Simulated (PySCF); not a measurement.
# From one method to the next for ClH7

Aim: see what other levels and later steps give for ClH7.

Method: each script names its method and basis; program: PySCF 2.14.0.

2 further runs of the same task are left out: 2 that didn't finish.

## 1. Where the work starts

ClH7: 8 atoms, charge 0, spin multiplicity 1.

Bond lengths: Cl1–H2 1.275 Å, Cl1–H3 1.558 Å, Cl1–H4 1.553 Å, Cl1–H5 1.560 Å, Cl1–H6 1.560 Å, H7–H8 0.748 Å. Angles: H2–Cl1–H3 85.7°, H2–Cl1–H4 85.4°, H2–Cl1–H5 85.4°, H2–Cl1–H6 85.7°, H3–Cl1–H4 90.0°, H3–Cl1–H5 171.0°, H3–Cl1–H6 89.2°, H4–Cl1–H5 89.3°, H4–Cl1–H6 171.1°, H5–Cl1–H6 90.1°.

## 2. The run that the others are compared with

input.py reads:

```python
from pyscf import gto, scf, cc

mol = gto.M(
    atom='Cl -0.0557 0.0138 0.0946; H 0.2382 -0.131 1.327; H 1.0009 1.1589 0.0993; H -1.1363 1.0091 0.5984; H -1.057 -1.1603 0.326; H 1.0881 -1.0118 -0.177; H 1.1683 -0.391 -2.5608; H 0.6454 0.0281 -2.8929',
    basis='def2-svp',
    charge=0,
    spin=0,
    symmetry=True,
    verbose=4,
)
mf = scf.RHF(mol)
mf.kernel()
mycc = cc.CCSD(mf)
mycc.kernel()
e = mycc.eaccsd(nroots=6)[0]
print('roots (eV) =', (e*27.211386).round(3))
mf.dip_moment()
print('orbital energies (hartree):', mf.mo_energy[..., max(0, mol.nelec[1]-3):mol.nelec[0]+3].round(4))
```

On the command line:

```sh
> OMP_NUM_THREADS=1 python input.py
```

## 3. TDHF

Run 1 changes step after the SCF: eomea → tddft; number of roots: 6 → 3.

Edit input.py of step 2 so:

```diff
@@ -1,2 +1,2 @@
-from pyscf import gto, scf, cc
+from pyscf import gto, scf, tdscf
 
@@ -12,6 +12,6 @@
 mf.kernel()
-mycc = cc.CCSD(mf)
-mycc.kernel()
-e = mycc.eaccsd(nroots=6)[0]
-print('roots (eV) =', (e*27.211386).round(3))
+td = tdscf.TDHF(mf)
+td.nstates = 3
+td.kernel()
+td.analyze()
 mf.dip_moment()
```

## 4. ROHF

Run 2 changes SCF type: RHF → ROHF.

Edit input.py of step 2 so:

```diff
@@ -10,3 +10,3 @@
 )
-mf = scf.RHF(mol)
+mf = scf.ROHF(mol)
 mf.kernel()
```

Before running it: what results should come out? Wanted: for each run, E(SCF); from base; gap; SCF dipole; after the SCF.

As calculated:

| run | E(SCF) (hartree) | from base (eV) | cycles | gap (eV) | SCF dipole (D) | after the SCF |
| --- | --- | --- | --- | --- | --- | --- |
| base | -462.871740 | 0 | 9 | 10.26 | 1.34 | CCSD correlation -9.220 eV, first root 1.43 eV |
| TDHF | -462.871740 | 0.0000 | 9 | 10.26 | 1.34 | lowest root found 3.77 eV |
| ROHF | -462.871740 | 0.0000 | 9 | n/a | 1.34 | CCSD correlation -9.220 eV, first root 1.43 eV |

In words: The SCF energy stays the same, to the digits that matter, with ROHF. The dearest run is “ROHF”, at 39 s against 13 s.
